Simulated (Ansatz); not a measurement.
Geometry optimisation, RKS B3LYP/6-31G* in Ansatz.

input.yaml

```yaml
crystal:
  periodic: [false, false, false]
  atoms:
    - { symbol: Si, position_ang: [0.0, 0.0, 0.0] }
    - { symbol: "N", position_ang: [0.0, 0.0, 1.82] }
    - { symbol: H, position_ang: [-0.877, -0.2713, 2.35] }
    - { symbol: H, position_ang: [0.877, 0.2713, 2.35] }
    - { symbol: Si, position_ang: [2.0935, 0.0, -0.7393] }
    - { symbol: H, position_ang: [2.5508, -1.3762, -0.9079] }
    - { symbol: H, position_ang: [2.1573, 0.6939, -2.0222] }
    - { symbol: H, position_ang: [2.951, 0.6823, 0.2255] }
    - { symbol: H, position_ang: [-0.6877, 1.1914, -0.4862] }
    - { symbol: H, position_ang: [-0.6877, -1.1914, -0.4862] }
basis:
  gaussian: { orbitals: "6-31G*" }
hamiltonian:
  xc: b3lyp
relax:
  f_tol: 0.02
  max_steps: 40
output:
  orbitals: {}
```

Run as:

```bash
$ ansatz run input.yaml --threads 1 --pin off --max-ram 2048MiB --backend cpu --events-out ev --progress --plain --runs-dir out
```

Problem. Where does it end, and by what steps?

Solution. The run converged. After 8 steps the energy has fallen by 0.468 eV; H8 moved furthest, 0.36 Å.

```json
{"step": "0", "energy less start (eV)": "0.0000", "largest force component (eV/Å)": "3.032", "accepted": "yes"}
{"step": "1", "energy less start (eV)": "-0.3790", "largest force component (eV/Å)": "1.405", "accepted": "yes"}
{"step": "2", "energy less start (eV)": "-0.4423", "largest force component (eV/Å)": "0.299", "accepted": "yes"}
{"step": "3", "energy less start (eV)": "-0.4587", "largest force component (eV/Å)": "0.179", "accepted": "yes"}
{"step": "4", "energy less start (eV)": "-0.4660", "largest force component (eV/Å)": "0.109", "accepted": "yes"}
{"step": "5", "energy less start (eV)": "-0.4673", "largest force component (eV/Å)": "0.059", "accepted": "yes"}
{"step": "6", "energy less start (eV)": "-0.4680", "largest force component (eV/Å)": "0.023", "accepted": "yes"}
{"step": "7", "energy less start (eV)": "-0.4682", "largest force component (eV/Å)": "0.025", "accepted": "yes"}
{"step": "8", "energy less start (eV)": "-0.4684", "largest force component (eV/Å)": "0.018", "accepted": "yes"}
```

```xyz
10
Properties=species:S:1:pos:R:3
Si -0.030 0.066 0.096
N 0.026 -0.265 1.809
H -0.848 -0.443 2.292
H 0.628 0.308 2.389
Si 2.157 -0.004 -0.764
H 2.739 -1.371 -0.674
H 2.165 0.413 -2.196
H 3.054 0.926 -0.016
H -0.652 1.370 -0.306
H -0.861 -1.001 -0.526
```

Whether the end is a true minimum wasn't checked by a vibrational analysis.

Run time: 15 s on 1 thread of Intel(R) Xeon(R) 6975P-C (Granite Rapids), on a shared host, peak memory 0.15 GiB.
